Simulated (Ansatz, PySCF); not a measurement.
This Ansatz (a quantum-chemistry and plane-wave program) input computes a CAM-B3LYP/def2-TZVPD energy:

Ansatz 0.2 input:
```yaml
crystal:
  periodic: [false, false, false]
  atoms:
    - {symbol: N, position_ang: [-0.00000000, -0.00000000, -0.61062678]}
    - {symbol: O, position_ang: [0.00000000, 0.00000000, 0.53429844]}
basis:
  gaussian:
    orbitals: def2-TZVPD
hamiltonian:
  xc: {name: CAM-B3LYP}
magnetization: {spin_polarized: true, initial_magnetization: 1}
output: {forces: true}
```

**Question.** Write an input for the same energy in PySCF and say what it gives.

**Answer.** 
```python
from pyscf import gto, scf, dft

mol = gto.M(
    atom='''
    N    -0.00000000   -0.00000000   -0.61062678
    O     0.00000000    0.00000000    0.53429844
    ''',
    basis='def2-tzvpd',
    charge=0,
    spin=1,
    symmetry='C2v',
    verbose=4,
)

mf = dft.UKS(mol, xc='camb3lyp').density_fit(auxbasis='def2-universal-jkfit')
mf.grids.level = 3
mf.conv_tol = 1e-9
mf.max_cycle = 100
mf.max_memory = 1500
mf.kernel()
if not mf.converged:
    mf = mf.newton()
    mf.kernel(mf.make_rdm1())
mf.analyze()
```
It gives -129.90375 Eh, and Ansatz -129.90374 Eh, a difference of 0.01 mEh.
